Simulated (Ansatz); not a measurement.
`C=CCCC=C` + H–F → `C=CCCF` + `C=C`  (substitution at a C–C bond)

Program: Ansatz. Geometries: PBE0-D4/def2-TZVP. ΔE: electronic, gas phase. CBS: MP2 limit from def2 TZ/QZ plus the TZ coupled-cluster correction, frozen cores. This one scheme is used for every species. Functionals use def2-TZVPP. One conformer a species, not always the lowest.

`C=CCCC=C`:

```xyz
16

C    -0.325    2.491    0.035
C     0.330    1.546    0.694
C    -0.252    0.249    1.146
C     0.447   -0.970    0.529
C     0.262   -1.061   -0.948
C    -0.289   -2.088   -1.580
H    -1.374    2.376   -0.224
H     0.158    3.413   -0.267
H     1.383    1.700    0.928
H    -0.161    0.178    2.237
H    -1.320    0.218    0.911
H     0.075   -1.883    1.003
H     1.519   -0.908    0.759
H     0.597   -0.202   -1.526
H    -0.643   -2.961   -1.039
H    -0.405   -2.097   -2.657
```

H–F:

```xyz
2

F     0.077    0.453    0.016
H    -0.077   -0.453   -0.016
```

`C=CCCF`:

Cartesian coordinates in Å:
```
C -1.070 -1.309 -1.078
C -0.714 -0.647 0.013
C -0.111 0.719 0.019
C 1.241 0.766 0.695
F 1.117 0.433 2.034
H -1.500 -2.302 -1.025
H -0.949 -0.878 -2.068
H -0.851 -1.109 0.988
H -0.773 1.420 0.542
H 0.004 1.085 -1.006
H 1.671 1.771 0.643
H 1.936 0.052 0.242
```

`C=C`:

Cartesian coordinates in Å:
```
C -0.638 0.096 -0.146
C 0.638 -0.096 0.146
H -0.980 0.185 -1.172
H -1.394 0.174 0.628
H 0.980 -0.185 1.172
H 1.394 -0.174 -0.628
```

```json
{"species": "`C=CCCC=C`", "r2SCAN energy (Eh)": "-234.54481"}
{"species": "H–F", "r2SCAN energy (Eh)": "-100.44665"}
{"species": "`C=CCCF`", "r2SCAN energy (Eh)": "-256.41377"}
{"species": "`C=C`", "r2SCAN energy (Eh)": "-78.56246"}
```

**Question.** Work out ΔE.

**Answer.** ΔE = (-256.41377) + (-78.56246) − (-234.54481) − (-100.44665) = 0.01523 Eh = +9.6 kcal/mol. CCSD(T)/CBS gives +13.1 kcal/mol.

Largest T1 diagnostic among the species: 0.011.

From PBE to PBE0 (25 % exact exchange), in def2-TZVPP and without D4, ΔE moves by +1.0 kcal/mol. Leaving LDA and LC-ωPBE aside and taking each functional with its dispersion term where it has one, the values, not all of them listed here, spread over 3.8 kcal/mol, from CAM-B3LYP-D4 to PBE-QIDH. LDA lies +3.0 kcal/mol from PBE without D4. At CCSD(T), def2-SVP lies −3.6 kcal/mol from the extrapolated value and def2-TZVPP −1.0 kcal/mol.
